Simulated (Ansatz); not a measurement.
The cluster C2H3⁺. The state is a singlet with charge 1. Geometry PBE0-D4/def2-TZVP; atoms count from 1.

Cartesian coordinates in Å:
```
C -0.1330 0.4487 0.1369
C 0.2092 -0.7014 -0.2158
H 0.5048 -1.6982 -0.5206
H -0.4399 1.2087 -0.6000
H -0.1410 0.7423 1.1994
```

The structure comes from a short search, and lower isomers may exist.

Estimate the Mulliken populations from the PBE0/def2-TZVP orbitals of Ansatz.


```
atom  charge (e)
  C1       -0.12
  C2        0.21
  H3        0.31
  H4        0.30
  H5        0.30
```
Mulliken values depend strongly on the basis.

And the Mayer bond orders between heavy atoms (over 0.3)?

C1–C2 2.23 (1.25 Å).
